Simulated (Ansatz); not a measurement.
## Nudged elastic band run: H9NSi2

Input:

```yaml
crystal:
  periodic: [false, false, false]
  atoms:
    - { symbol: Si, position_ang: [0.347213, -0.085247, 0.058798] }
    - { symbol: Si, position_ang: [0.260941, -0.138162, 2.399683] }
    - { symbol: H, position_ang: [-0.538684, -1.303848, 2.907329] }
    - { symbol: H, position_ang: [1.640888, -0.286051, 2.994756] }
    - { symbol: H, position_ang: [-0.306082, 1.130496, 2.969964] }
    - { symbol: H, position_ang: [1.762589, -0.206736, -0.450566] }
    - { symbol: H, position_ang: [-0.187417, 1.206856, -0.491093] }
    - { symbol: H, position_ang: [-0.418367, -1.222457, -0.556031] }
    - { symbol: "N", position_ang: [-2.46941, 0.188838, 1.168849] }
    - { symbol: H, position_ang: [-2.908638, -0.432093, 0.479638] }
    - { symbol: H, position_ang: [-2.7284, 1.145017, 0.900755] }
    - { symbol: H, position_ang: [-2.940034, 0.003387, 2.062017] }
basis:
  gaussian: { orbitals: "6-31G*" }
hamiltonian:
  xc: pbe
neb:
  order_check: false
  images: 5
  f_tol: 0.05
  max_iterations: 60
  final_atoms:
    - { symbol: Si, position_ang: [-0.57162867, 0.24572419, -0.81057831] }
    - { symbol: Si, position_ang: [-0.07680042, -0.32585798, 3.59364194] }
    - { symbol: H, position_ang: [-0.35393477, -0.42437848, 5.06403845] }
    - { symbol: H, position_ang: [1.04422652, -1.25068341, 3.2327354] }
    - { symbol: H, position_ang: [0.2978422, 1.08392015, 3.25314486] }
    - { symbol: H, position_ang: [0.54371309, 0.01241207, 0.18446252] }
    - { symbol: H, position_ang: [-0.31865905, 1.58506944, -1.43610259] }
    - { symbol: H, position_ang: [-0.46892729, -0.83855548, -1.84162001] }
    - { symbol: "N", position_ang: [-2.2148495, 0.24754695, -0.20946067] }
    - { symbol: H, position_ang: [-2.57686144, -0.63326881, 0.15962098] }
    - { symbol: H, position_ang: [-2.47824925, 1.00816898, 0.41943825] }
    - { symbol: H, position_ang: [-1.31127243, -0.71009762, 2.83477818] }
  initial_path:
    images:
      - { positions_ang: [[0.347213, -0.085247, 0.058798], [0.260941, -0.138162, 2.399683], [-0.538684, -1.303848, 2.907329], [1.640888, -0.286051, 2.994756], [-0.306082, 1.130496, 2.969964], [1.762589, -0.206736, -0.450566], [-0.187417, 1.206856, -0.491093], [-0.418367, -1.222457, -0.556031], [-2.46941, 0.188838, 1.168849], [-2.908638, -0.432093, 0.479638], [-2.7284, 1.145017, 0.900755], [-2.940034, 0.003387, 2.062017]] }
      - { positions_ang: [[0.236126, -0.04440457, 0.04216109], [0.16833018, -0.08847052, 2.45931097], [-0.79986743, -1.01818858, 2.95344015], [1.4336735, -0.48842137, 3.01956647], [-0.125799, 1.20625305, 3.00759885], [1.64026797, -0.10755388, -0.45379068], [-0.36147258, 1.20744367, -0.48540819], [-0.48733866, -1.20582936, -0.53650749], [-2.31442882, 0.11238924, 0.99671455], [-2.83800824, -0.51059466, 0.37020567], [-2.59276425, 0.94590604, 1.09226275], [-2.44411967, -0.00852907, 1.97854486]] }
      - { positions_ang: [[0.125039, -0.00356213, 0.02552418], [0.07571935, -0.03877904, 2.51893893], [-1.06105087, -0.73252916, 2.99955131], [1.22645901, -0.69079173, 3.04437694], [0.054484, 1.28201011, 3.04523371], [1.51794694, -0.00837176, -0.45701536], [-0.53552816, 1.20803134, -0.47972337], [-0.55631031, -1.18920171, -0.51698398], [-2.15944763, 0.03594048, 0.8245801], [-2.76737848, -0.58909633, 0.26077333], [-2.45712849, 0.74679509, 1.2837705], [-1.94820534, -0.02044514, 1.89507272]] }
      - { positions_ang: [[0.013952, 0.0372803, 0.00888727], [-0.01689147, 0.01091243, 2.5785669], [-1.3222343, -0.44686974, 3.04566246], [1.01924451, -0.8931621, 3.06918741], [0.234767, 1.35776716, 3.08286856], [1.3956259, 0.09081036, -0.46024004], [-0.70958374, 1.20861901, -0.47403856], [-0.62528197, -1.17257407, -0.49746047], [-2.00446645, -0.04050828, 0.65244564], [-2.69674872, -0.66759799, 0.151341], [-2.32149274, 0.54768413, 1.47527825], [-1.45229102, -0.03236121, 1.81160058]] }
      - { positions_ang: [[-0.18124156, 0.1067616, -0.26426793], [-0.03686112, -0.10134437, 2.91692525], [-0.99946779, -0.43937265, 3.71845446], [1.02757185, -1.01233587, 3.12370341], [0.25579207, 1.26648482, 3.13962733], [1.11165497, 0.0646776, -0.24533919], [-0.57927551, 1.33410248, -0.79472657], [-0.57316374, -1.06123454, -0.94551365], [-2.07459413, 0.05551013, 0.36514354], [-2.65678629, -0.65615493, 0.15410099], [-2.37374491, 0.70117908, 1.12333158], [-1.40528482, -0.25827335, 2.15265978]] }
      - { positions_ang: [[-0.37643511, 0.17624289, -0.53742312], [-0.05683077, -0.21360118, 3.25528359], [-0.67670128, -0.43187556, 4.39124645], [1.03589918, -1.13150964, 3.1782194], [0.27681713, 1.17520249, 3.1963861], [0.82768403, 0.03854484, -0.03043833], [-0.44896728, 1.45958596, -1.11541458], [-0.52104552, -0.94989501, -1.39356683], [-2.14472182, 0.15152854, 0.07784143], [-2.61682387, -0.64471187, 0.15686099], [-2.42599708, 0.85467403, 0.77138491], [-1.35827863, -0.48418548, 2.49371898]] }
      - { positions_ang: [[-0.57162867, 0.24572419, -0.81057831], [-0.07680042, -0.32585798, 3.59364194], [-0.35393477, -0.42437848, 5.06403845], [1.04422652, -1.25068341, 3.2327354], [0.2978422, 1.08392015, 3.25314486], [0.54371309, 0.01241207, 0.18446252], [-0.31865905, 1.58506944, -1.43610259], [-0.46892729, -0.83855548, -1.84162001], [-2.2148495, 0.24754695, -0.20946067], [-2.57686144, -0.63326881, 0.15962098], [-2.47824925, 1.00816898, 0.41943825], [-1.31127243, -0.71009762, 2.83477818]] }
```

Command:

```bash
$ ansatz run input.yaml --threads 1 --pin off --max-ram 2048MiB --backend cpu --events-out ev --progress --plain --runs-dir out
```

Output, in part (warnings, iteration lines, the closing report on the highest movable image, with atoms numbered from 0):

```
NEB end point (image 0): max|allowed force component| = 1.644e-3 eV/Å (the criterion of neb.relax_end_points is 1.000e-2)
NEB end point (image 6): max|allowed force component| = 2.075e-2 eV/Å (the criterion of neb.relax_end_points is 1.000e-2)
NEB iter   1: max|band force component| = 8.914e0 eV/Å  barrier→ = 5.4127 eV  barrier← = 5.4622 eV  Δτ_max = 0.1988 Å  (189 SCF iters)
NEB iter   2: max|band force component| = 4.262e0 eV/Å  barrier→ = 2.9483 eV  barrier← = 2.9979 eV  Δτ_max = 0.1999 Å  (150 SCF iters)
NEB iter   3: max|band force component| = 1.960e0 eV/Å  barrier→ = 2.0274 eV  barrier← = 2.0770 eV  Δτ_max = 0.2000 Å  (139 SCF iters)
NEB iter   4: max|band force component| = 1.653e0 eV/Å  barrier→ = 1.6766 eV  barrier← = 1.7261 eV  Δτ_max = 0.1968 Å  (131 SCF iters)
NEB iter   5: max|band force component| = 1.029e0 eV/Å  barrier→ = 1.7395 eV  barrier← = 1.7891 eV  Δτ_max = 0.1969 Å  (133 SCF iters)
NEB iter   6: max|band force component| = 6.404e-1 eV/Å  barrier→ = 1.6520 eV  barrier← = 1.7016 eV  CI = image 3  Δτ_max = 0.2000 Å  (130 SCF iters)
NEB iter   7: max|band force component| = 1.358e0 eV/Å  barrier→ = 2.0980 eV  barrier← = 2.1476 eV  CI = image 3  Δτ_max = 0.0994 Å  (139 SCF iters)
NEB iter   8: max|band force component| = 1.057e0 eV/Å  barrier→ = 2.1326 eV  barrier← = 2.1822 eV  CI = image 3  Δτ_max = 0.1988 Å  (132 SCF iters)
NEB iter   9: max|band force component| = 8.293e-1 eV/Å  barrier→ = 2.0050 eV  barrier← = 2.0545 eV  CI = image 3  Δτ_max = 0.1989 Å  (132 SCF iters)
NEB iter  10: max|band force component| = 4.970e-1 eV/Å  barrier→ = 1.9287 eV  barrier← = 1.9783 eV  CI = image 3  Δτ_max = 0.1985 Å  (131 SCF iters)
NEB iter  11: max|band force component| = 2.660e-1 eV/Å  barrier→ = 1.8620 eV  barrier← = 1.9116 eV  CI = image 3  Δτ_max = 0.0998 Å  (132 SCF iters)
NEB iter  12: max|band force component| = 1.874e-1 eV/Å  barrier→ = 1.8459 eV  barrier← = 1.8955 eV  CI = image 3  Δτ_max = 0.0500 Å  (131 SCF iters)
NEB iter  13: max|band force component| = 1.816e-1 eV/Å  barrier→ = 1.8393 eV  barrier← = 1.8889 eV  CI = image 3  Δτ_max = 0.0500 Å  (133 SCF iters)
NEB iter  14: max|band force component| = 1.873e-1 eV/Å  barrier→ = 1.8353 eV  barrier← = 1.8849 eV  CI = image 3  Δτ_max = 0.0499 Å  (136 SCF iters)
NEB iter  15: max|band force component| = 1.216e-1 eV/Å  barrier→ = 1.8328 eV  barrier← = 1.8824 eV  CI = image 3  Δτ_max = 0.0728 Å  (132 SCF iters)
NEB iter  16: max|band force component| = 5.756e-2 eV/Å  barrier→ = 1.8333 eV  barrier← = 1.8829 eV  CI = image 3  Δτ_max = 0.0409 Å  (135 SCF iters)
NEB iter  17: max|band force component| = 6.607e-2 eV/Å  barrier→ = 1.8322 eV  barrier← = 1.8818 eV  CI = image 3  Δτ_max = 0.0205 Å  (120 SCF iters)
NEB iter  18: max|band force component| = 4.156e-2 eV/Å  barrier→ = 1.8312 eV  barrier← = 1.8808 eV  CI = image 3  Δτ_max = 0.0205 Å  (124 SCF iters)
NEB iter  19: max|band force component| = 2.859e-2 eV/Å  barrier→ = 1.8307 eV  barrier← = 1.8803 eV  CI = image 3  Δτ_max = 0.0000 Å  (154 SCF iters)
Total energy: -17377.92327151 eV, -638.6269010487 hartree
Atom 0 at    -0.347584     0.120000    -0.196565 Å, force     0.000667    -0.008558     0.000399 eV/Å
Atom 1 at    -0.071781    -0.059771     3.005206 Å, force    -0.003414    -0.003477    -0.016308 eV/Å
Atom 2 at    -0.605872    -0.215894     4.419579 Å, force    -0.001027    -0.001864    -0.001322 eV/Å
Atom 3 at     1.030950    -1.103059     2.932603 Å, force    -0.002962     0.001327     0.001859 eV/Å
Atom 4 at     0.725133     1.232786     3.081740 Å, force    -0.002704    -0.004682     0.000053 eV/Å
Atom 5 at     0.997918     0.225067     0.435514 Å, force     0.002511     0.007150    -0.000471 eV/Å
Atom 6 at    -0.595643     1.374042    -0.976592 Å, force    -0.002367     0.001737    -0.006328 eV/Å
Atom 7 at    -0.352482    -1.075863    -1.098356 Å, force     0.001520    -0.000513     0.006720 eV/Å
Atom 8 at    -2.124995    -0.102126     0.559989 Å, force    -0.001097     0.028240     0.011494 eV/Å
Atom 9 at    -2.640951    -0.931082     0.212461 Å, force     0.008158    -0.006047     0.009315 eV/Å
Atom 10 at    -2.720699     0.738171     0.457992 Å, force     0.002509    -0.002756    -0.004081 eV/Å
Atom 11 at    -1.779395    -0.202273     1.610528 Å, force    -0.001795    -0.010555    -0.001329 eV/Å
Dipole moment:    -0.898632    -0.009102    -1.020551 e Å
```

The forces met the threshold. The band force fell under the threshold earlier too, but the program's further tests of the path sent the band on. Neighbouring images differ by up to 1.5 eV, so the band resolves the path poorly. A vibrational analysis at the climbing image gives 2 clearly imaginary modes (473i, 193i cm⁻¹): a point of higher order, so a lower path passes nearby. The orbitals stay closed-shell, which can raise the energy where a bond breaks towards radicals; this wasn't checked here.

Final band (atoms are numbered from 1 in the order of the input):

| image | path coordinate (Å) | energy (eV) | Si1–Si2 (Å) | N9–H12 (Å) | Si1–N9 (Å) |
| --- | --- | --- | --- | --- | --- |
| 0 | 0.00 | 0.00 | 2.34 | 1.03 | 3.04 |
| 1 | 1.49 | 0.05 | 2.35 | 1.03 | 2.92 |
| 2 | 2.98 | 0.41 | 2.43 | 1.03 | 2.32 |
| 3 | 4.47 | 1.83 | 3.22 | 1.11 | 1.94 |
| 4 | 5.41 | 0.32 | 3.56 | 2.04 | 1.75 |
| 5 | 6.36 | -0.03 | 4.08 | 2.88 | 1.75 |
| 6 | 7.31 | -0.05 | 4.47 | 3.32 | 1.75 |

The run took 3.6 min on 1 thread of Arm Neoverse V2, with other jobs on the host, peak memory 0.11 GiB.
